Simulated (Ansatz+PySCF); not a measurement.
Results of a calculation; reference values are marked as such.
## PySCF 2.14.0 run

```python
from pyscf import gto, scf

mol = gto.M(atom="""
N 0.000000 0.000000 -0.145620
H 0.000000 0.799940 0.509660
H 0.000000 -0.799940 0.509660
H 30.000000 0.000000 0.000000
""", basis='6-31g*', charge=0, spin=0)
mf = scf.UHF(mol)
mf.init_guess = 'minao'
mf.kernel()
while True:  # follow internal instabilities
    mo, _, stable, _ = mf.stability(return_status=True)
    if stable: break
    mf.kernel(mf.make_rdm1(mo, mf.mo_occ))
print(mf.converged, mf.e_tot, mf.spin_square()[0])
```

The script is written out from the run's settings.

Results

```yaml
Converged: yes
Total_energy: -56.05429 hartree
Spin_squared_of_the_determinant: 1.008
```

Caution: the unrestricted determinant is a mixture of spin states.
